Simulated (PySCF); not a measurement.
**C2H4FNO (SMILES N/C=C(\O)F): levels of theory compared**

Aim: a comparison of 4 runs (HF/3-21G, B3LYP/6-31G*, MP2/6-31G**) of C2H4FNO. Input form: a Python script.

Program for the calculation: PySCF 2.14.0.

1 further run of the same task is left out (set aside as unsound or not needed).

**1. The molecule**

C2H4FNO has 9 atoms, charge 0, and is taken as a singlet. SMILES: `N/C=C(\O)F`. The coordinates come from a PBE0-D4/def2-TZVP relaxation. This is one conformer, not always the lowest.

Bond lengths: N1–C2 1.399 Å, C2–C3 1.324 Å, C3–O4 1.346 Å, C3–F5 1.343 Å, N1–H6 1.010 Å, N1–H7 1.010 Å, C2–H8 1.082 Å, O4–H9 0.964 Å. Angles: N1–C2–C3 124.3°, C2–C3–O4 124.9°, C2–C3–F5 121.7°, O4–C3–F5 113.4°, N1–C2–H8 117.2°, C3–C2–H8 118.4°, C2–N1–H6 112.2°, C2–N1–H7 112.7°, C3–O4–H9 109.7°, H6–N1–H7 109.8°.

**2. Energy and forces at HF/3-21G (run 1)**

File run.py:

```python
# NC=C(O)F
from pyscf import gto

mol = gto.M(
    atom=[
    ('N', (-0.396100, 0.066200, -1.453200)),
    ('C', (0.563000, -0.187600, -0.466800)),
    ('C', (0.329700, -0.119000, 0.835000)),
    ('O', (-0.795100, 0.366700, 1.391400)),
    ('F', (1.243900, -0.510700, 1.737600)),
    ('H', (-1.222100, 0.510100, -1.077100)),
    ('H', (-0.032200, 0.614300, -2.219200)),
    ('H', (1.536700, -0.521700, -0.798800)),
    ('H', (-1.139400, -0.264700, 2.033900)),
],
    basis='3-21g',
    max_memory=1860,
    charge=0,
    verbose=4,
)

calc0 = mol.RHF()
calc0.conv_tol = 1e-10
calc0.kernel()
if not calc0.converged:
    calc0 = calc0.newton().run(calc0.mo_coeff, calc0.mo_occ)

energy = calc0.e_tot
print(f'total energy: {energy:.8f} hartree')
grad = calc0.nuc_grad_method().kernel()
dip = calc0.dip_moment()
pop, q = calc0.mulliken_pop()
```

On the command line:

```console
OMP_NUM_THREADS=1 python run.py
```

The log of the run:

```text
PySCF version 2.14.0

[... 67 lines left out ...]
converged SCF energy = -305.081966777144
total energy: -305.08196678 hartree
[... 11 lines left out ...]
Dipole moment(X, Y, Z, Debye): -0.72246,  0.30449, -0.50864
[... 24 lines left out ...]
pop of  2 C 2pz           0.58382
pop of  2 C 3px           0.09754
pop of  2 C 3py           0.51180
pop of  2 C 3pz           0.19523
pop of  3 O 1s            1.98629
pop of  3 O 2s            0.41064
pop of  3 O 3s            1.52957
pop of  3 O 2px           0.67100
pop of  3 O 2py           0.73028
pop of  3 O 2pz           0.72257
pop of  3 O 3px           0.85019
pop of  3 O 3py           0.94646
pop of  3 O 3pz           0.87864
pop of  4 F 1s            1.98552
pop of  4 F 2s            0.44416
pop of  4 F 3s            1.57032
pop of  4 F 2px           0.79128
pop of  4 F 2py           0.88367
pop of  4 F 2pz           0.78532
pop of  4 F 3px           0.96522
pop of  4 F 3py           1.02340
pop of  4 F 3pz           0.95745
pop of  5 H 1s            0.44698
pop of  5 H 2s            0.22620
pop of  6 H 1s            0.45171
pop of  6 H 2s            0.23435
pop of  7 H 1s            0.46918
pop of  7 H 2s            0.26499
pop of  8 H 1s            0.41808
pop of  8 H 2s            0.17389
 ** Mulliken atomic charges  **
charge of    0N =     -0.83245
charge of    1C =     -0.02633
charge of    2C =      0.67613
charge of    3O =     -0.72563
charge of    4F =     -0.40633
charge of    5H =      0.32682
charge of    6H =      0.31395
charge of    7H =      0.26583
charge of    8H =      0.40802
```

Wall time 1.6 s (1 thread of Intel Xeon at 2.70GHz, shared host); peak memory 0.12 GiB.

**3. Energy and forces at B3LYP/6-31G(d) (spherical functions) (run 2)**

File geometry.xyz:

```xyz
9
C2H4FNO
N     -0.396100     0.066200    -1.453200
C      0.563000    -0.187600    -0.466800
C      0.329700    -0.119000     0.835000
O     -0.795100     0.366700     1.391400
F      1.243900    -0.510700     1.737600
H     -1.222100     0.510100    -1.077100
H     -0.032200     0.614300    -2.219200
H      1.536700    -0.521700    -0.798800
H     -1.139400    -0.264700     2.033900
```

File job.py:

```python
# NC=C(O)F
from pyscf import gto, dft

molecule = gto.M(
    atom='geometry.xyz',
    max_memory=1860,
    verbose=3,
    basis='6-31g*',
    spin=0,
)

mf = dft.RKS(molecule)
mf.xc = 'b3lyp'
mf.grids.level = 5
mf.conv_tol = 1e-10
mf.kernel()
if not mf.converged:
    mf = mf.newton().run(mf.mo_coeff, mf.mo_occ)

e_tot = mf.e_tot
print(f'total energy: {e_tot:.8f} hartree')
grad = mf.nuc_grad_method().kernel()
dip = mf.dip_moment()
pop, q = mf.mulliken_pop()
```

On the command line:

```console
OMP_NUM_THREADS=1 python job.py
```

The log of the run:

```text
converged SCF energy = -308.382315816893
total energy: -308.38231582 hartree
--------------- RKS gradients ---------------
         x                y                z
0 N     0.0031195451     0.0042671065     0.0054109736
1 C    -0.0048472301     0.0009577505     0.0037087707
2 C    -0.0018985134     0.0006504661    -0.0014759914
3 O     0.0080394030    -0.0104472975     0.0017548701
4 F    -0.0079678806     0.0037945393    -0.0070968560
5 H     0.0030895373    -0.0021041195    -0.0015013834
6 H    -0.0011558167    -0.0031508974     0.0033989739
7 H    -0.0011465662     0.0004523215     0.0013207028
8 H     0.0027735472     0.0055832721    -0.0055146995
----------------------------------------------
Dipole moment(X, Y, Z, Debye): -0.83961,  0.33861, -0.30806
 ** Mulliken pop  **
pop of  0 N 1s            1.99687
pop of  0 N 2s            0.77656
pop of  0 N 3s            0.84848
pop of  0 N 2px           0.78848
pop of  0 N 2py           0.94483
pop of  0 N 2pz           0.80486
pop of  0 N 3px           0.41266
pop of  0 N 3py           0.66801
pop of  0 N 3pz           0.45224
pop of  0 N 3dxy          0.00792
pop of  0 N 3dyz          0.00906
pop of  0 N 3dz^2         0.00384
pop of  0 N 3dxz          0.00872
pop of  0 N 3dx2-y2       0.00329
pop of  1 C 1s            1.99611
pop of  1 C 2s            0.67528
pop of  1 C 3s            0.43849
pop of  1 C 2px           0.71272
pop of  1 C 2py           0.65310
pop of  1 C 2pz           0.73017
pop of  1 C 3px           0.20573
pop of  1 C 3py           0.44096
pop of  1 C 3pz           0.15900
pop of  1 C 3dxy          0.00550
pop of  1 C 3dyz          0.01371
pop of  1 C 3dz^2         0.01248
pop of  1 C 3dxz          0.01403
pop of  1 C 3dx2-y2       0.00585
pop of  2 C 1s            1.99575
pop of  2 C 2s            0.67029
pop of  2 C 3s            0.25826
pop of  2 C 2px           0.57589
pop of  2 C 2py           0.69247
pop of  2 C 2pz           0.70691
pop of  2 C 3px           0.07592
pop of  2 C 3py           0.33395
pop of  2 C 3pz           0.08725
pop of  2 C 3dxy          0.01443
pop of  2 C 3dyz          0.02168
pop of  2 C 3dz^2         0.02076
pop of  2 C 3dxz          0.03314
pop of  2 C 3dx2-y2       0.01549
pop of  3 O 1s            1.99721
pop of  3 O 2s            0.90000
pop of  3 O 3s            0.96175
pop of  3 O 2px           0.94720
pop of  3 O 2py           1.00196
pop of  3 O 2pz           1.00024
pop of  3 O 3px           0.54633
pop of  3 O 3py           0.63352
pop of  3 O 3pz           0.59197
pop of  3 O 3dxy          0.00811
pop of  3 O 3dyz          0.00955
pop of  3 O 3dz^2         0.00258
pop of  3 O 3dxz          0.00320
pop of  3 O 3dx2-y2       0.00601
pop of  4 F 1s            1.99732
pop of  4 F 2s            0.93336
pop of  4 F 3s            1.03015
pop of  4 F 2px           1.07463
pop of  4 F 2py           1.16835
pop of  4 F 2pz           1.07172
pop of  4 F 3px           0.65081
pop of  4 F 3py           0.71362
pop of  4 F 3pz           0.65147
pop of  4 F 3dxy          0.00264
pop of  4 F 3dyz          0.00321
pop of  4 F 3dz^2         0.00302
pop of  4 F 3dxz          0.00546
pop of  4 F 3dx2-y2       0.00265
pop of  5 H 1s            0.50794
pop of  5 H 2s            0.16900
pop of  6 H 1s            0.51167
pop of  6 H 2s            0.17174
pop of  7 H 1s            0.52975
pop of  7 H 2s            0.32014
pop of  8 H 1s            0.47242
pop of  8 H 2s            0.10818
 ** Mulliken atomic charges  **
charge of    0N =     -0.72579
charge of    1C =     -0.06313
charge of    2C =      0.49780
charge of    3O =     -0.60963
charge of    4F =     -0.30842
charge of    5H =      0.32306
charge of    6H =      0.31659
charge of    7H =      0.15012
charge of    8H =      0.41940
```

It took 28 s on 1 thread of Intel Xeon at 2.70GHz, shared host; peak memory 0.77 GiB.

Run 3 isn't shown in full; the table further down has it.

**4. Energy and forces at MP2/6-31G(d,p) (spherical functions) (run 4)**

File calc.py:

```python
# NC=C(O)F
import pyscf.grad
from pyscf import gto, scf, mp

mol = gto.M(
    atom='''
N     -0.748521     0.125100    -2.746150
C      1.063916    -0.354513    -0.882124
C      0.623043    -0.224877     1.577921
O     -1.502521     0.692963     2.629365
F      2.350630    -0.965083     3.283588
H     -2.309434     0.963949    -2.035424
H     -0.060849     1.160859    -4.193680
H      2.903942    -0.985870    -1.509513
H     -2.153154    -0.500211     3.843514
''',
    basis='6-31g**',
    max_memory=1860,
    verbose=3,
    unit='bohr',
    spin=0,
)

calc0 = scf.RHF(mol)
calc0.conv_tol = 1e-10
calc0.kernel()
if not calc0.converged:
    calc0 = calc0.newton().run(calc0.mo_coeff, calc0.mo_occ)

pt = mp.MP2(calc0, frozen=5).run()
e_tot = pt.e_tot
print(f'total energy: {e_tot:.8f} hartree')
grad = pt.Gradients().kernel()
calc0.analyze()
```

On the command line:

```console
OMP_NUM_THREADS=1 python calc.py
```

The log of the run:

```text
converged SCF energy = -306.780000735563
[... 13 lines left out ...]
MO #2   energy= -20.6050663747434  occ= 2
[... 7 lines left out ...]
MO #10  energy= -0.821866484312213 occ= 2
[... 7 lines left out ...]
MO #18  energy= -0.541188789919929 occ= 2
[... 7 lines left out ...]
MO #26  energy= 0.383654660610195  occ= 0
[... 7 lines left out ...]
MO #34  energy= 0.883248363517856  occ= 0
[... 7 lines left out ...]
MO #42  energy= 1.15753478820333   occ= 0
[... 7 lines left out ...]
MO #50  energy= 1.56873052350609   occ= 0
[... 7 lines left out ...]
MO #58  energy= 2.04649007020133   occ= 0
[... 7 lines left out ...]
MO #66  energy= 2.36246221171078   occ= 0
[... 7 lines left out ...]
MO #74  energy= 2.77370177060329   occ= 0
[... 7 lines left out ...]
MO #82  energy= 3.23762837096321   occ= 0
[... 7 lines left out ...]
MO #90  energy= 3.95725225180734   occ= 0
[... 10 lines left out ...]
Dipole moment(X, Y, Z, Debye): -0.78326,  0.31217, -0.39802
```

Wall time 15 s (1 thread of Intel Xeon at 2.70GHz, shared host); peak memory 0.47 GiB.

**5. The series**

```tsv
run	level	integration grid	Cartesian functions	energy (Eh)	dipole moment (D) of the reference	HOMO energy (eV)	LUMO energy (eV)	wall time
1	HF/3-21G	–	no	-305.081967	0.93	-8.34	5.94	1.6 s
2	B3LYP/6-31G* (spherical functions)	5	no	-308.382316	0.96	-5.08	1.55	28 s
3	B3LYP/6-31G* (Cartesian functions)	5	yes	-308.387077	0.95	-5.08	1.52	28 s
4	MP2/6-31G** (spherical functions)	–	no	-307.555984	0.93	-8.39	5.63	15 s
```

**6. Outcome**

```
                                          quantity          value
                               run 4: total energy  -307.55598 Eh
       run 4: dipole moment (Hartree–Fock density)         0.93 D
        run 4: HOMO energy (Hartree–Fock orbitals)       -8.39 eV
        run 4: LUMO energy (Hartree–Fock orbitals)        5.63 eV
      run 4: HOMO–LUMO gap (Hartree–Fock orbitals)       14.01 eV
run 4: correlation energy (5 core orbitals frozen)     -776.0 mEh
                   run 4: largest force on an atom     0.812 eV/Å
```

In words: Over runs 1, 2, 3 the dipole moment (its size) runs from 0.93 D (HF/3-21G) to 0.96 D (B3LYP/6-31G*). The two ends differ in method and basis. Over runs 1, 2, 3 the HOMO–LUMO gap runs from 6.60 eV (B3LYP/6-31G*) to 14.27 eV (HF/3-21G). All runs together took 73 s, the longest 28 s.
